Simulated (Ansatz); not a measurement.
# CO (quintet): wave-function methods side by side, cc-pVTZ

One table from this session's results is given with a row withheld; the runs are named, their logs left out.

The runs use Ansatz 0.2.0, Gaussian basis; cc-pVTZ, core rule «outside noble gas», up to 2 orbitals frozen.

Plan: UHF; CCSD(T) on ROHF; CCSD(T) on UHF; BCCD(T) on ROHF; CISD as a restricted active space (open shells left free, so some higher excitations enter); CCSDT(Q) on ROHF; CCSDT(Q) on UHF; CASSCF and MRCISD+Q, 10 electrons in 8 orbitals; CASSCF and NEVPT2, 10 electrons in 8 orbitals.

17 further runs of the same task are left out: 5 that didn't finish, 12 set aside as unsound or not needed. Runs told in other sessions of the task aren't counted.

### The geometry

The geometry is a PBE0/def2-TZVP stationary point (not a proven minimum) of the parent state, kept for this charge and spin.

2 atoms, charge 0, spin multiplicity 5.

Atoms are counted from 1 here; the program's logs count them from 0.

Bond lengths: O1–C2 1.196 Å.

Set-up of the first run:

in.yaml

```yaml
crystal:
  periodic: [false, false, false]
  atoms:
    - {symbol: O, position_ang: [0.000000, 0.000000, 0.000000]}
    - {symbol: C, position_ang: [0.000000, 0.000000, 1.195530]}
basis:
  gaussian: {orbitals: cc-pVTZ}
magnetization: {spin_polarized: true, initial_magnetization: 4}
hamiltonian: {xc: hf}
output: {orbitals: {seedname: orbitals}}
```

Run with:

```
> ansatz run in.yaml --threads 1 --pin off --events-out ev --progress --plain --max-ram 2393MiB
```

Among the steps run: UHF; CCSD(T) on ROHF; CCSD(T) on UHF; BCCD(T) on ROHF; CISD as a restricted active space (open shells left free, so some higher excitations enter); CCSDT(Q) on ROHF; CCSDT(Q) on UHF; CASSCF and MRCISD+Q, 10 electrons in 8 orbitals; CASSCF and NEVPT2, 10 electrons in 8 orbitals.

One of the session's tables, all rows but one given; the rest of the session is left out.

It belongs to the step «Misses and costs». 

```
          method  from UCCSDT(Q) (meV)
            ROHF               +7481.2
             UHF               +7258.7
            RMP2                +771.6
            UMP2                +783.4
            CISD                +486.9
           RCCSD                +223.1
           UCCSD                +216.8
        RCCSD(T)                 +23.9
        UCCSD(T)                 +21.6
         BCCD(T)                 +24.6
          RCCSDT                  +8.5
          UCCSDT                  +5.6
       RCCSDT(Q)                  +3.7
       UCCSDT(Q)                     0
  CASSCF valence                     ?
  NEVPT2 valence               +1131.6
  MRCISD valence                +439.8
MRCISD+Q valence                 +90.5
```

**Question.** Estimate the row for CASSCF valence.

**Answer.** from UCCSDT(Q) (meV): +6769.9. In the column «from UCCSDT(Q) (meV)» it lies between NEVPT2 valence (+1131.6) and UHF (+7258.7).

Limits of these values: Restricted and unrestricted rows rest on different reference determinants; a gap between their highest levels can come from leftover correlation error, from unlike frozen cores or from another state.
